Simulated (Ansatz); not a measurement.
Reaction (isomerisation): `C=C=C(O)F` → `OC1=C(F)C1`

Calculated with Ansatz (gas phase, PBE0-D4/def2-TZVP geometries, no zero-point term in ΔE). CBS: MP2 limit from def2 TZ/QZ plus the TZ coupled-cluster correction, frozen cores. Functionals use def2-TZVPP. B3LYP here is the variant with VWN-RPA as its local correlation; programs differ in this. One conformer a species, not always the lowest.

CCSD(T)/CBS gives +112.0 kJ/mol.

Question: Another level gave +102.7 kJ/mol. Which?
A. B3LYP-D4/def2-TZVPP
B. LDA (SPW92)/def2-TZVPP
C. revPBE-D4/def2-TZVPP
D. BLYP-D4/def2-TZVPP

Answer: C. revPBE-D4 102.7, BLYP-D4 125.8, LDA (SPW92) 94.9, B3LYP-D4 121.3 kJ/mol.

Largest T1 diagnostic among the species: 0.013.

At CCSD(T), def2-SVP lies −8.0 kJ/mol from the extrapolated value and def2-TZVPP +0.7 kJ/mol. From BLYP to BHLYP (50 % exact exchange), in def2-TZVPP and without D4, ΔE moves by −5.8 kJ/mol. Leaving LDA and LC-ωPBE aside and taking each functional with its dispersion term where it has one, the values, not all of them listed here, spread over 29.6 kJ/mol, from PBE-QIDH to BLYP-D4. LDA lies −7.5 kJ/mol from PBE without D4.
